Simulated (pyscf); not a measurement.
`[CH3][F]` + `[SiH2]` [singlet] -> `[FH]` + `[CH2]=[SiH2]`, a concerted two-bond exchange (singlet surface; C–F, C–H broken, F–H, C–Si formed). PySCF, gas phase, ωB97X-D3(BJ)/def2-SVP geometries. Correlated levels are frozen-core, on RHF or UHF. ΔMP2 is the change of the MP2 total energy from the triple- to the quadruple-zeta basis. Energies in kcal/mol from the separated reactants.

Small-basis levels: PySCF, no dispersion term, spherical d functions. 

Question: In single points B3LYP/LANL2DZ puts the saddle at 25.7 kcal/mol and the reaction energy at -22.6 kcal/mol. Should these be trusted to within a few kcal/mol? Compare with CCSD(T)/def2-TZVPP + ΔMP2(QZVPP).

Answer: CCSD(T)/def2-TZVPP + ΔMP2(QZVPP) gives ΔE‡ = 29.9 kcal/mol and ΔE = -26.2 kcal/mol. B3LYP/LANL2DZ lies 4.2 kcal/mol under it in the barrier and 3.6 kcal/mol over it in the reaction energy, so on this step it does not hold to within 3.0 kcal/mol. CCSD(T)/def2-TZVPP + ΔMP2(QZVPP) has limits of its own. On the product side the descent ends in a complex, 6.6 kcal/mol under the separated species and 60.6 kcal/mol under the saddle at ωB97X-D3(BJ)/def2-TZVP. One saddle was located; it need not be the lowest between these sides. The CCSD(T) − MP2 part came from Ansatz, without density fitting, on the same reference.
